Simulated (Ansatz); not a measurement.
Species: C4H7 (charge 0, doublet). It need not be the lowest isomer of its formula. 
Coordinates optimised at B3LYP-D3(BJ)/def2-TZVP (Ansatz, a quantum-chemistry and plane-wave program):
SMILES: [CH]1CCC1
```xyz
11

C      0.0032     1.0772     0.0514
C     -0.0031    -1.0443    -0.0498
C     -1.0998     0.0655    -0.0041
C      1.1001     0.0583     0.0100
H      0.0064     2.1573     0.1030
H      0.0008    -1.6362    -0.9638
H     -0.0108    -1.7205     0.8036
H     -1.7591     0.0286     0.8712
H     -1.7475     0.1125    -0.8876
H      1.7479     0.0171     0.8938
H      1.7595     0.1010    -0.8650
```
Charge 0, spin multiplicity 2.

Quantity: atomisation energy (electronic, to ground-state atoms), in kcal/mol. Correlated levels leave the core frozen unless marked. Open shells are spin-unrestricted. No spin-orbit coupling. No relativistic terms. The coupled-cluster limit lacks core correlation, which all-electron functionals hold. CBS(X,Y): correlation extrapolated as X^-3; Hartree-Fock from the larger set. The bracket is a focal-point correction in the basis named.

| level | program | atomisation energy (kcal/mol) |
|---|---|---|
| SVWN5/def2-TZVPD | Ansatz | 1189.6 |
| r2SCAN-D4/def2-TZVPD | Ansatz + dftd4 | 1048.7 |
| B3LYP-D3(BJ)/def2-TZVPD | Ansatz + dftd3 | 1044.3 |
| r2SCAN0/def2-TZVPD | Ansatz | 1038.5 |
| CAM-B3LYP/def2-TZVPD | Ansatz | 1044.3 |
| B2GP-PLYP/def2-TZVPD | Ansatz | 1027.6 |

Problem. What does RI-MP2/CBS(cc-pVTZ,cc-pVQZ)+[CCSD(T)-MP2]/cc-pVDZ (Ansatz) give?

Solution. 1040.4 kcal/mol, so B2GP-PLYP/def2-TZVPD differs from it by -12.8 kcal/mol.
